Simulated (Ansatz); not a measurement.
## Worked example: correlation energy of C2H5, doublet

Geometry: MP2(full)/6-31G*, from the G2/97 set.

```xyz
7

C    -0.0085   -0.7151    0.0000
C    -0.0085    0.7740    0.0000
H     1.0120   -1.1245    0.0000
H    -0.5111   -1.1141    0.8848
H    -0.5111   -1.1141   -0.8848
H     0.1060    1.3256    0.9237
H     0.1060    1.3256   -0.9237
```

Basis cc-pVTZ; Ansatz 0.2.0. Correlated methods freeze the noble-gas cores, which leaves 13 electrons in 128 orbitals. R marks a restricted (for open shells ROHF) determinant, U an unrestricted one.

Full CI isn't at hand for all of this; UCCSDT(Q) serves as the reference, and is uncertain by about the last step of the cluster series.

Runs differ by some tens of microhartree through their thresholds and, for an open shell, their frozen cores, so steps under 0.03 kcal/mol mean nothing.

```
    level  total energy (hartree)
      UHF              -78.627980
     UMP2              -78.958520
    UCCSD              -78.990430
 UCCSD(T)              -79.002466
   UCCSDT              -79.003165
UCCSDT(Q)              -79.003548
```

**Question.** What is the correlation energy at UCCSDT(Q), and what share of it do UMP2 and UCCSD recover?

**Answer.** E(corr) = -79.003548 − (-78.627980) = -0.375568 hartree = -10.220 eV. UMP2: -0.330540 / -0.375568 = 88.01 %. UCCSD: -0.362450 / -0.375568 = 96.51 %.

**Question.** By how many kcal/mol does UCCSD(T) miss UCCSDT(Q) (1 hartree = 627.509 kcal/mol), and which steps make up the rest?

**Answer.** -79.002466 − (-79.003548) = 0.001082 hartree = 0.68 kcal/mol. Steps: UCCSDT − UCCSD(T) = -0.44, UCCSDT(Q) − UCCSDT = -0.24 kcal/mol. That is within 1 kcal/mol of the reference in this basis, which itself misses far more of the correlation at the basis-set limit.
